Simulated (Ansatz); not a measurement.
A made-up structure of CH$_{2}$NaO, doublet:

C1  (-0.497, 0.396, -0.266)
O2  (0.407, -0.074, 0.438)
Na3  (0.440, 2.400, 0.691)
H4  (-1.551, 0.146, -0.084)
H5  (-0.275, 1.054, -1.117)
(Å)

It is relaxed with PBE-D4/def2-SVP and then PBE0-D4/def2-TZVP (Ansatz 0.2.0). Atoms count as bonded within 1.22 times the sum of their covalent radii (H–H: 0.88 Å). The end point is not checked to be a true minimum.

Task: Does its bonding change? (A judgement: the text doesn't fix the answer.)

Result: By the calculation: Yes. Formed: none; broken: Na3–H5.

Where it ends: The first stage lowers the energy by 0.21 eV in 7 steps. It ends as CH₂NaO ([CH2]1[O][Na]1):
```csv
atom,x (Å),y (Å),z (Å)
C1,-0.5156,0.4877,-0.3390
O2,0.4892,0.2353,0.4061
Na3,0.4780,2.2868,1.0259
H4,-1.5373,0.2408,-0.0148
H5,-0.3902,0.6708,-1.4163
```

Labels in which every atom is bracketed show which atoms are joined, not bond orders.

For scale, one of the runs: PBE0-D4/def2-TZVP relaxation, 106 basis functions, launched by `ansatz run in.yaml --threads 2 --pin off --events-out ev --progress --plain --max-ram 4352MiB`. Hardware: 2 CPU threads of an Arm Neoverse V2, shared host. Wall time about 22 s.
